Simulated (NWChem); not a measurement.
System: methanol (CH₄O); SMILES CO

Computed with NWChem. Coordinates come from a PBE0/def2-SVP optimisation. Level: PBE0/def2-SVP with SMD, gas-phase geometry; reactions with the solvents are ignored.

```json
[
 {"SMD term (kcal/mol)": "distortion of the solute's density", "water": "1.03", "n-hexane": "0.04"},
 {"SMD term (kcal/mol)": "polarisation", "water": "-7.54", "n-hexane": "-1.32"},
 {"SMD term (kcal/mol)": "cavity, dispersion and structure", "water": "2.53", "n-hexane": "-0.41"}
]
```

Q: Sum the solvation free energies, find the transfer free energy from water to n-hexane and the partition coefficient at 298.15 K.

A: 
1. ΔG(solv, water) = -3.98 kcal/mol and ΔG(solv, n-hexane) = -1.69 kcal/mol (1 M gas to 1 M solution).
2. Transfer: -1.69 − (-3.98) = 2.29 kcal/mol.
3. log₁₀ K(n-hexane/water) = −ΔG/(RT ln 10) = -2.29/1.364 = -1.7, so the model puts more of the solute in water.
4. Of the transfer energy, 5.23 kcal/mol is electrostatic and -2.94 comes from the non-electrostatic term. The two phases are taken as the pure solvents.
